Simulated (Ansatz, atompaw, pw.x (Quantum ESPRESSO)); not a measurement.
## What a changed setting does to a pw.x run (diamond Si)

Potential: PAW, atompaw 4.2.0.5, PBE; core [Ne], reference 3s2 3p2; waves: 3s (bound): rc 2.35 bohr; 3s channel at 1.5 Ry: rc 1.85 bohr; 3p (bound): rc 2.35 bohr; 3p channel at 0.05 Ry: rc 2.35 bohr; 3d channel at -0.2 Ry: rc 2.35 bohr; local part: vpsmatchnc scheme with l = 3 at 0 Ry, radius 2.15 bohr; core correction: smooth core density matched at 1.20 bohr; augmentation: sinc compensation charge, radius 1.75 bohr; PAW radius 2.35 bohr; waves and projectors: custom rrkj gramschmidtortho.

The reference run (k-mesh 8³, cutoffs 40/400 Ry, Fermi–Dirac 0.01 Ry, mixing_beta 0.4, conv_thr 1e-9, no spin) gives -0.07 GPa at 20.463 Å³/atom, where all-electron LAPW gives -0.05 GPa. This run, with its own iteration cap, changes conv_thr to 1.0, a wrong or extreme entry chosen on purpose.

```
&control
  calculation='scf', prefix='x', pseudo_dir='./', outdir='./tmp', tstress=.true., disk_io='none'
/
&system
  ibrav=0, nat=2, ntyp=1, ecutwfc=40, ecutrho=400, nbnd=11,
  occupations='smearing', smearing='fd', degauss=0.01
/
&electrons
  conv_thr=1, mixing_beta=0.4, electron_maxstep=70
/
ATOMIC_SPECIES
Si 1.0 Si.UPF
CELL_PARAMETERS angstrom
  0.00000000 2.73520428 2.73520428
  2.73520428 0.00000000 2.73520428
  2.73520428 2.73520428 0.00000000
ATOMIC_POSITIONS crystal
Si 0.0000 0.0000 0.0000
Si 0.2500 0.2500 0.2500
K_POINTS automatic
8 8 8 0 0 0
```

```bash
pw.x < Si.scf.in > Si.scf.out
```

Task: How does the run end?

Result: It converges in 1 iterations; the free energy moves by +28.6 meV/atom and the pressure by +3.80 GPa. The result is not a property of the crystal.

```
Message from routine setup:
     using ibrav=0 with symmetry is DISCOURAGED, use correct ibrav instead
     lattice parameter (alat)  =       7.3098  a.u.
     unit-cell volume          =     276.1823 (a.u.)^3
     number of electrons       =         8.00
     number of Kohn-Sham states=           11
     kinetic-energy cutoff     =      40.0000  Ry
     charge density cutoff     =     400.0000  Ry
     scf convergence threshold =      1.0E+00
     Exchange-correlation= SLA PW PBX PBC
     number of k points=    29  Fermi-Dirac smearing, width (Ry)=  0.0100
     negative rho (up, down):  5.307E-02 0.000E+00
     iteration #  1     ecut=    40.00 Ry     beta= 0.40
     negative rho (up, down):  8.231E-02 0.000E+00
     the Fermi energy is     5.9544 ev
!    total energy              =     -93.45037303 Ry
     estimated scf accuracy    <       0.05717931 Ry
     smearing contrib. (-TS)   =      -0.00012217 Ry
     convergence has been achieved in   1 iterations
     negative rho (up, down):  8.231E-02 0.000E+00
          total   stress  (Ry/bohr**3)                   (kbar)     P=       37.24
     Message from routine punch:
     Nothing written, as per user request (disk_io='none')
```

The run took about 4.2 s on one core of a shared host (Intel(R) Xeon(R) Platinum 8375C CPU @ 2.90GHz, 128 threads, 992 GiB, load 33).
